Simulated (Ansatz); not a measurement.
```yaml
crystal:
  periodic: [true, true, true]
  atoms:
    - {symbol: N, position_ang: [0.308573, 1.167209, -0.253075]}
    - {symbol: C, position_ang: [0.565269, -0.187900, -0.077324]}
    - {symbol: F, position_ang: [1.843914, -0.607542, -0.251256]}
    - {symbol: C, position_ang: [-0.378492, -1.062436, 0.247314]}
    - {symbol: O, position_ang: [-1.670366, -0.719863, 0.436565]}
    - {symbol: H, position_ang: [0.502942, 1.489174, -1.193888]}
    - {symbol: H, position_ang: [0.807546, 1.754285, 0.404905]}
    - {symbol: H, position_ang: [-0.169938, -2.114905, 0.382001]}
    - {symbol: H, position_ang: [-1.721046, 0.235777, 0.287657]}
basis:
  gaussian: {orbitals: def2-TZVP}
hamiltonian: {xc: {name: HF}}
accuracy: high
output: {forces: true}
```

```sh
$ ansatz run in.yaml --threads 2 --pin off --events-out ev --progress --plain --max-ram 4352MiB
```

Output, abridged:

```
Error: YAML parse error: error: line 2 column 3: crystal: missing field `lattice` (a structure is typed as `lattice` and `atoms`, a molecule's as `atoms` in Å alone, or read from a run's directory, `checkpoint`)
 --> <input>:2:3
1 | crystal:
2 |   periodic: [true, true, true]
3 |   atoms:
4 |     - {symbol: N, position_ang: [0.308573, 1.167209, -0.253075]}
```

In this input the molecule is marked periodic without a cell. The input was rejected before any iteration.
